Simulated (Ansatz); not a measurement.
Geometry optimisation, Ansatz, RKS B3LYP-D4/def2-mTZVP.

The input (input.yaml):

```yaml
crystal:
  periodic: [false, false, false]
  atoms:
    - { symbol: Si, position_ang: [0.212721, 0.025259, -0.040795] }
    - { symbol: H, position_ang: [0.261666, -0.147822, 1.415793] }
    - { symbol: H, position_ang: [1.603386, 0.050827, -0.560544] }
    - { symbol: H, position_ang: [-0.439809, 1.305762, -0.388344] }
    - { symbol: H, position_ang: [-0.495392, -1.114018, -0.664647] }
    - { symbol: "N", position_ang: [-2.488161, -0.069821, 1.344997] }
    - { symbol: H, position_ang: [-2.605882, -0.691072, 0.554336] }
    - { symbol: H, position_ang: [-2.512811, 0.887768, 1.016568] }
    - { symbol: H, position_ang: [-1.568418, -0.246885, 1.777937] }
basis:
  gaussian: { orbitals: def2-mTZVP }
hamiltonian:
  xc: b3lyp
  dispersion: d4
relax:
  f_tol: 0.03
  max_steps: 50
```

Launched with:

```bash
$ ansatz run input.yaml --threads 1 --pin off --max-ram 2048MiB --backend cpu --events-out ev --progress --plain --runs-dir out
```

Q: Where does it end, and by what steps?

A: The run converged. The force dipped under the threshold on the way, but the program's further checks kept it going. After 7 steps the energy has fallen by 0.198 eV; H9 moved furthest, 0.62 Å.

```tsv
step	energy less start (eV)	largest force component (eV/Å)	accepted
0	0.0000	0.990	yes
1	-0.1380	0.282	yes
2	-0.1883	0.183	yes
3	-0.1774	0.359	no
4	-0.1925	0.101	yes
5	-0.1952	0.122	yes
6	-0.1976	0.005	yes
7	-0.1978	0.030	yes
```

```xyz
9
Properties=species:S:1:pos:R:3
Si 0.488 0.039 -0.165
H 0.638 -0.139 1.298
H 1.828 0.072 -0.797
H -0.216 1.313 -0.440
H -0.291 -1.089 -0.725
N -2.868 -0.060 1.450
H -2.822 -0.716 0.676
H -2.684 0.866 1.075
H -2.106 -0.287 2.084
```

Whether the end is a true minimum wasn't checked by a vibrational analysis.

The run took 18 s on 1 thread of Intel(R) Xeon(R) Platinum 8175M CPU @ 2.50GHz (Skylake/Cascade Lake), with other jobs on the host, peak memory 0.14 GiB.
